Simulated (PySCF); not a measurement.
A structure optimised at r2SCAN-D4/def2-TZVP, used in a PySCF frequency run:

```
C
H 1 1.0932
H 1 1.0932 2 108.22
H 1 1.1015 2 106.31 3 113.85
C 1 1.4816 2 111.90 4 122.40
H 5 1.0827 1 120.92 2 154.83
H 5 1.0827 6 117.69 1 -172.24
```
Charge 0, spin multiplicity 2.

Q: Write its SMILES, formula and point group.

A: [CH2]C, C2H5, Cs

Q: What are its rotational constants (standard atomic weights)?

A: 103.88, 22.870, 21.184 GHz
